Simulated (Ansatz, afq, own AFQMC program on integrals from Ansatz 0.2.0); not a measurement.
Where AFQMC and coupled cluster stand for BSiH3, singlet

```xyz
5

Si    0.0091    0.0000    0.6016
B     0.0825    0.0000   -1.2150
H    -0.6559   -0.9412   -0.6669
H    -0.6559    0.9412   -0.6669
H     0.1724    0.0000   -2.3958
```

Connectivity, by distances: Si–BH, 2 bridging H.

Basis cc-pVDZ. Only valence electrons are correlated. Ansatz 0.2.0 and our own AFQMC program on the same integrals; the CISD trial comes from CCSD amplitudes, and released means the phaseless constraint is let go. Free projection: walkers drawn from exp(T), propagated without any constraint. Its projection time is finite, and what remains of the start isn't in its error. Error bars are statistical, one sigma.

Determinant: RHF, the one that the program's search chose, which needn't be the lowest solution. The geometry is a point of a scan.

No full CI on the walks' own integrals is used here; CCSDT(Q) serves as the reference and is uncertain by about the last step of the cluster series.

```
T1 diagnostic                               : 0.0139
weight of the determinant in the CISD state : 0.869
size of the correlated space                : 10 electrons in 41 orbitals
```

```csv
level,correlation energy (eV)
MP2,-5.1714
CCSD,-6.0966
CCSD(T),-6.3278
```

Estimate where free-projection AFQMC lies against CCSD(T) on the same integrals.

33.6 ± 14.4 meV below CCSD(T).

Reference: CCSDT(Q), correlation energy -6.371 eV. The released energy is read at 2.40 1/Eh (meV from the phaseless value at times in 1/Eh: 23 ± 15 at 0.24, 19 ± 14 at 0.51, 0 ± 12 at 0.99, 27 ± 11 at 1.62, 28 ± 15 at 2.40).

```
         level  E − E(reference) (meV)  share of correlation (%)
       CCSD(T)                    42.8                     99.33
         CCSDT                    13.8                     99.78
   ph-AFQMC/HF            -76.6 ± 49.5                    101.20
 ph-AFQMC/CISD            -34.5 ± 18.4                    100.54
released AFQMC             -6.9 ± 15.3                    100.11
    free AFQMC              9.2 ± 14.4                     99.85
```

Free projections are given only where their last times agree within the noise and don't stop above the reference; a slow remainder of the start can still hide under it. A walk keeps the symmetry of its determinant, which the program's search chose and which needn't be the lowest solution, so a lower state of the same spin and another symmetry isn't excluded. Released energies are given only where the last usable release times agree within the noise; a slower fall can still hide under it.
